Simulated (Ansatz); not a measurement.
Relaxed structures of CH$_{3}$BCl, doublet (PBE0-D4/def2-TZVP; forces vanish, vibrations not checked; lower isomers may exist, and structures with a doubtful reference or unclear bonds are left out; Å). Program: Ansatz 0.2.0. Basis: def2-TZVPP. Cores are frozen in the correlated methods; orbitals are unrestricted.

**Question.** Rank them by CCSD(T) energy, lowest first, and give each one's height above the lowest. Links in brackets join atoms within 1.22 times the sum of their covalent radii (1.1 for two metals). (An estimate is asked for; the value comes from the calculation.)
A.
CH₃BCl ([BH][CH2][Cl])
```
6
angstrom
B -0.9078 -0.5327 -0.4966
C 0.3785 -0.1221 0.2143
Cl 0.6844 1.6598 0.3481
H -1.7938 0.0752 -1.0051
H 1.2459 -0.5560 -0.2930
H 0.3929 -0.5241 1.2323
```
B.
a complex of CH₂BCl ([BH][CH][Cl]) + H
```
6
angstrom
B 0.4696 -0.1019 -1.5632
C -0.4256 0.3350 -0.6000
Cl -0.1304 -0.0148 1.0736
H -1.3318 0.8969 -0.7908
H 1.2269 -0.4704 -2.3805
H 0.3809 -0.8246 4.3708
```
C.
CH₃BCl ([CH2][BH][Cl])
```
6
angstrom
B -0.6240 0.8630 -0.1220
C 0.6076 0.0607 0.2526
Cl -0.5105 2.6096 -0.2548
H -1.6894 0.3739 -0.3373
H 1.5720 0.5214 0.4451
H 0.5852 -1.0209 0.3475
```

**Answer.** Computed: C (0.000 eV), A (2.178 eV), B (4.569 eV). Heights count from the lowest.

T1 diagnostic: at most 0.014. ⟨S²⟩ of the unrestricted Hartree–Fock references: 0.75 to 0.76 (a pure state has 0.75).

For scale, one of the runs: CCSD(T)/def2-TZVPP, 146 basis functions, launched by `ansatz run in.yaml --threads 2 --pin off --events-out ev --progress --plain --max-ram 4352MiB`. Time: 2.3 min of wall clock on 2 CPU threads of an AMD EPYC 7R43; the host was shared. Peak host memory: 2 GiB.
